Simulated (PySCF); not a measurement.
fluoromethane (CH₃F), SMILES FC. Atoms are numbered in the order given.

```xyz
5

C      0.0000     0.0000     0.6348
F      0.0000     0.0000    -0.7523
H      0.8952     0.5169     0.9873
H     -0.8952     0.5169     0.9873
H      0.0000    -1.0337     0.9873
```
Charge 0, spin multiplicity 1.

Geometry: r2SCAN-D4/def2-TZVP.

The numbers are results of SMD-ωB97X/6-31G* run with PySCF, not measurements.

Solvation free energies are E(SMD) − E(gas) at the gas-phase geometry, for 1 M in both phases. In vacuum the dipole moment is 1.81 D.

Computed solvation free energies in water, 1-octanol, ethylethanoate:
```
solvent         ΔG(solv) (kcal/mol)  its non-electrostatic (CDS) part  dipole (D)
--------------  -------------------  --------------------------------  ----------
water                           0.0                               3.0        2.13
1-octanol                      -1.4                               1.2        2.09
ethylethanoate                 -1.5                               0.9        2.06
```
